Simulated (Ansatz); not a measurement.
`COC=N` and `COC(=N)O` differ in one atom or group.

Ansatz, PBE0-D4/def2-TZVP geometries, multiplicity 1. Each molecule was computed in one conformer, which needn't be the lowest.

```json
{"property": "HOMO–LUMO gap (ωB97M-V/def2-TZVPP) / eV", "`COC=N`": "13.07"}
{"property": "HOMO–LUMO gap (PBE0/def2-TZVPP) / eV", "`COC=N`": "8.49"}
{"property": "ideal-gas entropy at 298 K and 1 bar (rigid rotor, harmonic PBE0-D4/def2-TZVP) / J/(mol·K)", "`COC=N`": "283"}
{"property": "size of the dipole moment (PBE/def2-TZVPP) / D", "`COC=N`": "0.68"}
{"property": "LUMO energy (ωB97M-V/def2-TZVPP) / eV", "`COC=N`": "2.88"}
{"property": "HOMO energy (PBE/def2-TZVPP) / eV", "`COC=N`": "-6.47"}
```

What does the change do to each property? (Estimate.)

The calculation gave: 
```
                                                                                  property  `COC(=N)O`  shift
                                                   HOMO–LUMO gap (ωB97M-V/def2-TZVPP) / eV       12.57  -0.50
                                                      HOMO–LUMO gap (PBE0/def2-TZVPP) / eV        8.80   0.31
ideal-gas entropy at 298 K and 1 bar (rigid rotor, harmonic PBE0-D4/def2-TZVP) / J/(mol·K)         304     21
                                            size of the dipole moment (PBE/def2-TZVPP) / D        1.89   1.21
                                                     LUMO energy (ωB97M-V/def2-TZVPP) / eV        2.47  -0.41
                                                         HOMO energy (PBE/def2-TZVPP) / eV       -6.34   0.13
```

With PBE0 the HOMO rises by 0.12 eV and the LUMO rises by 0.42 eV, so the gap widens by about 0.30 eV. PBE moves the HOMO by 0.13 eV and ωB97M-V by 0.10 eV. The zero-point energy changes by 13.9 kJ/mol with +3 modes. Dipoles are sizes alone; their direction can turn.
